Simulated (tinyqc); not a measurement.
RKS/BP86 in the sto-3g basis, for H2O, spin multiplicity 1, step by step. Computed by tinyqc, a small Python program that keeps every step (integrals from PySCF). Settings: charge = 0, multiplicity = 1, basis = sto-3g, energy threshold = 1e-09, iteration cap = 51, orthogonalisation = symmetric, start = core, DIIS depth = 0, method = RKS, functional = b88,p86, grid = [30, 14]. Command: `OMP_NUM_THREADS=1 python tinyqc.py 23536 23537 out.jsonl` (the two numbers bound the seeds that draw the settings). One thread of a shared host (Intel(R) Xeon(R) Processor @ 2.60GHz), about 0.7 s of CPU time with the checks.

Geometry (angstrom):
```
atom        x         y        z
O     0.00000   0.00000  0.00000
H     0.00000   0.97900  0.85700
H     0.00000  -0.97900  0.85700
```

Stop when the energy changes by less than 1e-09 hartree and every element of the error matrix X^T (F D S - S D F) X is below 9e-06.

Course of the cycle:
```
iteration  E (hartree)     change  largest element of the error matrix
1          -73.6252021          -                             3.82e-01
2          -73.8896474  -2.64e-01                             6.04e-01
3          -74.0720661  -1.82e-01                             5.16e-01
4          -73.9393742   1.33e-01                             6.13e-01
5          -74.0797490  -1.40e-01                             5.17e-01
6          -73.9389365   1.41e-01                             6.13e-01
7          -74.0796857  -1.41e-01                             5.17e-01
8          -73.9389393   1.41e-01                             6.13e-01
9          -74.0796862  -1.41e-01                             5.17e-01
10         -73.9389393   1.41e-01                             6.13e-01
11         -74.0796862  -1.41e-01                             5.17e-01
12         -73.9389393   1.41e-01                             6.13e-01
13         -74.0796862  -1.41e-01                             5.17e-01
14         -73.9389393   1.41e-01                             6.13e-01
...                ...        ...                                  ...
38         -73.9389393   1.41e-01                             6.13e-01
39         -74.0796862  -1.41e-01                             5.17e-01
40         -73.9389393   1.41e-01                             6.13e-01
41         -74.0796862  -1.41e-01                             5.17e-01
42         -73.9389393   1.41e-01                             6.13e-01
43         -74.0796862  -1.41e-01                             5.17e-01
44         -73.9389393   1.41e-01                             6.13e-01
45         -74.0796862  -1.41e-01                             5.17e-01
46         -73.9389393   1.41e-01                             6.13e-01
47         -74.0796862  -1.41e-01                             5.17e-01
48         -73.9389393   1.41e-01                             6.13e-01
49         -74.0796862  -1.41e-01                             5.17e-01
50         -73.9389393   1.41e-01                             6.13e-01
51         -74.0796862  -1.41e-01                             5.17e-01
```

Can the last value be used, and what does the course show?

Not by the stop rule. Not converged within the cap of 51 iterations: the residual has stopped falling: the iteration swings between two states. Reruns (cap 100 unless said): DIIS 8: converged in 10; damping 0.5: converged in 32; level shift 0.5: converged in 20; atomic densities as start, DIIS 8: converged in 8; the original settings with a cap of 400: not converged. PySCF RKS in the same basis, fine grid = -75.2571879 hartree, which differs from a converged run on this coarse grid by the grid error.
